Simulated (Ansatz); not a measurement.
A nudged elastic band was laid between two geometries of C2H7NO (11 atoms, charge 0, multiplicity 1).

Method: RKS PBE/6-31G* (Ansatz 0.2.0).

```json
{"movable images": "9", "climbing image": "yes", "spring": "5.0 eV/Å²", "optimiser": "quadratic models (default)", "start path": "through a guess of the saddle point", "force threshold": "0.05 eV/Å", "iteration limit": "60", "end points": "relaxed"}
```

First end point:

```xyz
11
Properties=species:S:1:pos:R:3
C -0.545 1.342 -0.008
O -0.771 0.140 0.707
C 0.336 -0.774 0.621
N 0.581 -1.412 -0.651
H -0.451 1.180 -1.103
H -1.417 1.991 0.170
H 0.370 1.867 0.343
H 0.096 -1.552 1.364
H 1.270 -0.258 0.928
H -0.282 -1.850 -0.993
H 0.877 -0.731 -1.358
```

Last end point:

```xyz
11
Properties=species:S:1:pos:R:3
C -0.604 1.422 0.057
O -0.759 0.192 0.757
C 0.316 -0.701 0.528
N 0.382 -1.128 -0.865
H -0.515 1.263 -1.033
H -1.501 2.023 0.276
H 0.295 1.976 0.408
H 0.138 -1.517 1.258
H 1.290 -0.220 0.770
H -0.292 -1.879 -1.044
H 1.315 -1.487 -1.091
```

(1) What changes between the two ends?

(2) What energy profile does the band end with?

(3) What is the geometry of the highest image?

(4) What are the harmonic wavenumbers there?

The band took 10 iterations and about 4 core-minutes.

Results:

(1) No bond is made or broken. The height of N4 over the plane of its neighbours goes from 0.38 to -0.38 Å.

(2) The forces met the threshold. The highest image is number 5 of 0 to 10, 0.193 eV above the first end and 0.087 eV above the last; the last end lies 0.106 eV above the first. A vibrational analysis at the climbing image gives one clearly imaginary mode, 561i cm⁻¹: a first-order saddle point.

| image | path coordinate (Å) | energy (eV) | height of N4 over the plane of its neighbours (Å) |
| --- | --- | --- | --- |
| 0 | 0.00 | 0.000 | 0.38 |
| 1 | 0.13 | 0.006 | 0.36 |
| 2 | 0.26 | 0.033 | 0.30 |
| 3 | 0.40 | 0.093 | 0.20 |
| 4 | 0.53 | 0.163 | 0.08 |
| 5 | 0.66 | 0.193 | -0.06 |
| 6 | 0.81 | 0.161 | -0.21 |
| 7 | 0.97 | 0.127 | -0.32 |
| 8 | 1.13 | 0.115 | -0.35 |
| 9 | 1.28 | 0.108 | -0.36 |
| 10 | 1.44 | 0.106 | -0.38 |

(3) 
```xyz
11
Properties=species:S:1:pos:R:3:forces:R:3
C -0.571 1.394 0.034 0.00 0.00 0.00
O -0.760 0.220 0.803 0.00 0.00 0.00
C 0.291 -0.740 0.591 0.00 0.00 -0.01
N 0.403 -1.256 -0.728 -0.01 0.00 0.00
H -0.536 1.176 -1.052 0.00 0.00 0.00
H -1.426 2.057 0.241 0.00 0.00 0.00
H 0.368 1.925 0.312 0.00 0.00 0.00
H 0.051 -1.531 1.324 0.00 0.00 0.00
H 1.267 -0.283 0.864 0.00 0.00 0.01
H -0.203 -2.004 -1.044 0.01 0.00 0.01
H 1.183 -1.015 -1.325 0.00 0.00 0.01
```

(4) 561i, 168, 203, 318, 364, 573, 863, 898, 1078, 1132, 1148, 1152, 1233, 1340, 1386, 1442, 1451, 1460, 1496, 1619, 2895, 2916, 2970, 3009, 3066, 3564, 3681 cm⁻¹.

Run time: 3.6 min on 1 thread of Arm Neoverse V1, with other jobs on the host, peak memory 0.11 GiB.
